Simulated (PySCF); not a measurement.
HO, SMILES [OH] (connectivity only; charge and spin as stated), charge -1, multiplicity 1.

Geometry: r2SCAN-D4/def2-TZVPD. The spin state was assumed, not searched.

All values below come from PySCF with PBE/def2-TZVPD.

 A positive occupied level means that this level leaves the electron formally unbound; only the finite basis holds it.

* **total energy**: -75.75683 hartree
* **point group**: C∞v
* **highest occupied level**: 2.11 eV
* **lowest empty level**: 5.20 eV
* **orbital gap**: 3.10 eV
* **dipole moment about the centre of nuclear charge**: 1.32 D
* **mean static polarisability**: 26.9 bohr³ (3.99 Å³)
* **polarisability, principal values**: 22.4, 29.2, 29.2 bohr³
